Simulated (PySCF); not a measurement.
Shapes and spin states of B3

These are results of PBE0 in PySCF with B def2-TZVP; no relativity; density-fitted integrals, not measurements.

Relaxations began from a few typed shapes and spin states; open shells are unrestricted. The search is not exhaustive: other isomers or separated fragments can lie lower, and high-lying points may rest on an excited occupation.

```csv
spin,group,bonds,angles,imaginary modes (cm⁻¹),ΔE (kJ/mol),ΔE with ZPE (kJ/mol)
doublet,D3h,B–B 1.546 Å (×3),B–B–B 60.0° (×3),none,0.0,0.0
quartet,C2v,"B–B 1.573 Å (×2), B–B 1.872 Å","B–B–B 53.5° (×2), B–B–B 73.0°",none,124.7,121.3
broken-symmetry Ms = 1/2 (⟨S²⟩ 1.76),C2v,"B–B 1.575 Å (×2), B–B 1.886 Å","B–B–B 53.2° (×2), B–B–B 73.6°",none,151.7,148.3
quartet,D∞h,B–B 1.521 Å (×2),B–B–B 180.0°,none,169.7,166.9
```

The lowest minimum found is the doublet D3h: B–B 1.546 Å (×3); B–B–B 60.0° (×3).

The electron or spin density has lower symmetry than the nuclear frame for the quartet D∞h at 169.7 kJ/mol.
